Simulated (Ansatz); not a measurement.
# SiPH₃ (quintet): from Hartree-Fock to the top rungs, cc-pVDZ

How much of the correlation energy of SiPH₃ (quintet) does each wave-function method recover here?

Program: Ansatz 0.2.0, Gaussian basis. Level of theory: cc-pVDZ, core rule «outside noble gas», up to 10 orbitals frozen. These are calculated values, not measurements.

To be run: UHF; CCSD(T) on ROHF; CCSD(T) on UHF; BCCD(T) on ROHF; CISD as a restricted active space (open shells left free, so some higher excitations enter); CCSDT(Q) on ROHF; CCSDT(Q) on UHF; CASSCF and MRCISD+Q, 12 electrons in 11 orbitals; CASSCF and NEVPT2, 12 electrons in 11 orbitals.

17 further runs of the same task are left out: 8 that didn't finish, 9 set aside as unsound or not needed. Runs told in other sessions of the task aren't counted.

## 1. The geometry

The geometry is a PBE0/def2-TZVP stationary point (not a proven minimum) of the parent state, kept for this charge and spin.

5 atoms, charge 0, spin multiplicity 5.

Atoms are counted from 1 here; the program's logs count them from 0.

Bond lengths: Si1–P2 2.245 Å, Si1–H3 1.494 Å, Si1–H4 1.494 Å, P2–H5 1.424 Å. Angles: P2–Si1–H3 109.9°, P2–Si1–H4 109.9°, H3–Si1–H4 107.8°, Si1–P2–H5 95.3°.

## 2. UHF

in.yaml reads:

```yaml
crystal:
  periodic: [false, false, false]
  atoms:
    - {symbol: Si, position_ang: [-0.115193, 0.000000, 1.136422]}
    - {symbol: P, position_ang: [0.110612, 0.000000, -1.097420]}
    - {symbol: H, position_ang: [0.548626, -1.206414, 1.714912]}
    - {symbol: H, position_ang: [0.548640, 1.206407, 1.714913]}
    - {symbol: H, position_ang: [-1.286574, 0.000008, -1.371929]}
basis:
  gaussian: {orbitals: cc-pVDZ}
magnetization: {spin_polarized: true, initial_magnetization: 4}
hamiltonian: {xc: hf}
output: {orbitals: {seedname: orbitals}}
```

The run is started by

```sh
$ ansatz run in.yaml --threads 1 --pin off --events-out ev --progress --plain --max-ram 2393MiB
```

Further steps of the session: CCSD(T) on ROHF; CCSD(T) on UHF; BCCD(T) on ROHF; CISD as a restricted active space (open shells left free, so some higher excitations enter); CCSDT(Q) on ROHF; CCSDT(Q) on UHF; CASSCF and MRCISD+Q, 12 electrons in 11 orbitals; CASSCF and NEVPT2, 12 electrons in 11 orbitals.

**Question.** What will the summary of the whole plan be? Wanted: UCCSDT(Q) from the RHF energy; RMP2 from UCCSDT(Q); UMP2 from UCCSDT(Q); RCCSD from UCCSDT(Q); RCCSD(T) from UCCSDT(Q); UCCSD(T) from UCCSDT(Q); RCCSDT(Q) from UCCSDT(Q); NEVPT2 valence from UCCSDT(Q); MRCISD+Q valence from UCCSDT(Q).

As calculated:

| quantity | value |
| --- | --- |
| UCCSDT(Q) from the ROHF energy | -6.2092 eV |
| RMP2 from UCCSDT(Q) | +32.20 kcal/mol |
| UMP2 from UCCSDT(Q) | +32.75 kcal/mol |
| RCCSD from UCCSDT(Q) | +5.34 kcal/mol |
| RCCSD(T) from UCCSDT(Q) | +1.36 kcal/mol |
| UCCSD(T) from UCCSDT(Q) | +1.39 kcal/mol |
| RCCSDT(Q) from UCCSDT(Q) | +0.01 kcal/mol |
| NEVPT2 valence from UCCSDT(Q) | +29.27 kcal/mol |
| MRCISD+Q valence from UCCSDT(Q) | +1.31 kcal/mol |
| levels within 1 kcal/mol (43 meV) | RCCSDT, UCCSDT, RCCSDT(Q) |
| T1 diagnostic | 0.049 |
| effectively unpaired electrons | 4.02 |

RCCSD(T) misses by +1.36 kcal/mol, 0.9 % of the correlation energy. The occupations are near whole numbers, but T1 = 0.049 shows that the orbitals relax strongly. Of the multireference levels listed MRCISD+Q valence comes nearest in total energy (+1.31 kcal/mol), which doesn't show that its space is the better one. Coupled cluster took another determinant than the lowest Hartree-Fock one. These misses are within one basis, not against nature; the frozen cores of restricted and unrestricted runs differ, which can shift their rows.

With open shells the CI space here admits some higher excitations, so it is larger than plain CISD.
